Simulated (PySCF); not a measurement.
**MgH₂: one-bond stretch**

Level of theory: PySCF, PBE0, basis Mg def2-TZVP, H def2-TZVP (no relativity, density fitting).

Rigid scan from the singlet minimum (Mg–H 1.706 Å (×2); H–Mg–H 180.0°). Coordinate: the bond from Mg to the last atom (H) scaled, the rest fixed. Energies in kJ/mol from the minimum.

**Question.** Predict the curve at 0.92, 0.96, 1.00, 1.05, 1.12, 1.20, 1.35, 1.55, 1.80, 2.20.

**Answer.** 
| scale of one bond | E (kJ/mol) | dipole size (D) |
| --- | --- | --- |
| 0.92 | 9.9 | 0.29 |
| 0.96 | 2.3 | 0.15 |
| 1.00 | 0.0 | 0.00 |
| 1.05 | 3.0 | 0.19 |
| 1.12 | 15.0 | 0.46 |
| 1.20 | 35.9 | 0.78 |
| 1.35 | 85.2 | 1.38 |
| 1.55 | 154.5 | – |
| 1.80 | 232.1 | – |
| 2.20 | 325.4 | – |

Other isomers or separated fragments may lie lower.
